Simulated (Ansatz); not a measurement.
## SiH2ClO (SMILES O[SiH]Cl): the vertical energy of the quartet above the doublet, rung by rung

The species is SiH2ClO (5 atoms), meant as a doublet with charge 0. SMILES: `O[SiH]Cl`. The shape is that of a PBE0-D4/def2-TZVP optimisation. This is one conformer, not always the lowest.

Quantity: the vertical energy of the quartet above the doublet, in eV. The values are calculated.

| level | kind | program | value (eV) | less FCI/STO-3G | CPU time (all runs) |
| --- | --- | --- | --- | --- | --- |
| UHF/STO-3G | Hartree–Fock | Ansatz | 9.12 | -0.63 | 1.1 s |
| U-revPBE/STO-3G | GGA | Ansatz | 9.16 | -0.59 | 5.9 s |
| UPBE/STO-3G | GGA | Ansatz | 9.16 | -0.59 | 6.8 s |
| U-r2SCAN/STO-3G | meta-GGA | Ansatz | 9.37 | -0.38 | 19 s |
| U-r2SCAN0/STO-3G | hybrid meta-GGA | Ansatz | 9.56 | -0.19 | 29 s |
| UBHLYP/STO-3G | global hybrid | Ansatz | 9.66 | -0.09 | 5.8 s |
| UB2PLYP/STO-3G | double hybrid | Ansatz | 9.78 | +0.03 | 7.3 s |
| UMP2/STO-3G | perturbation theory | Ansatz | 9.78 | +0.03 | 0.68 s |
| FCI/STO-3G | exact in the basis | Ansatz | 9.75 | 0.00 | 35 s |

FCI/STO-3G is exact within its basis and frozen core, so for wave-function methods in that basis the difference is their error; functionals converge differently with the basis, so for them it is only a difference. The values span 9.12 to 9.78 eV. All rows use very small basis sets, so even the best lies far from the true value. CPU times are rough (shared hosts, several kinds of processor): they show what a rung costs within a factor of a few.
